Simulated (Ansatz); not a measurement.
Geometry optimisation, RKS PBE-D4/def2-SVP in Ansatz 0.2.0.

Input file:

```yaml
crystal:
  periodic: [false, false, false]
  atoms:
    - { symbol: "N", position_ang: [-0.8213, -0.0076, -0.2625] }
    - { symbol: Si, position_ang: [0.6374, -0.6158, -0.6793] }
    - { symbol: O, position_ang: [1.4889, -0.1964, 0.6419] }
    - { symbol: H, position_ang: [-1.4774, -0.1264, -1.0139] }
    - { symbol: H, position_ang: [-0.7999, 1.0436, -0.215] }
    - { symbol: H, position_ang: [1.0145, -0.1612, 1.4826] }
basis:
  gaussian: { orbitals: def2-SVP }
hamiltonian:
  xc: pbe
  dispersion: d4
relax:
  f_tol: 0.015
  max_steps: 40
output:
  orbitals: {}
```

Command:

```bash
$ ansatz run input.yaml --threads 1 --pin off --max-ram 2048MiB --backend cpu --events-out ev --progress --plain --runs-dir out
```

Where does it end, and by what steps?

The run converged. After 9 steps the energy has fallen by 0.780 eV; H5 moved furthest, 0.56 Å.

```tsv
step	energy less start (eV)	largest force component (eV/Å)	accepted
0	0.0000	3.245	yes
1	-0.4246	2.462	yes
2	-0.6066	1.456	yes
3	-0.7548	0.426	yes
4	-0.7670	0.192	yes
5	-0.7777	0.081	yes
6	-0.7791	0.121	yes
7	-0.7799	0.051	yes
8	-0.7801	0.019	yes
9	-0.7801	0.007	yes
```

```xyz
6
Properties=species:S:1:pos:R:3
N -0.775 0.111 -0.505
Si 0.668 -0.861 -0.641
O 1.534 -0.405 0.741
H -1.510 0.051 -1.217
H -1.029 0.784 0.227
H 1.154 0.257 1.349
```

Whether the end is a true minimum wasn't checked by a vibrational analysis.

The run took 11 s on 1 thread of Intel(R) Xeon(R) Platinum 8375C CPU @ 2.90GHz (Ice Lake), on a shared host, peak memory 0.14 GiB.
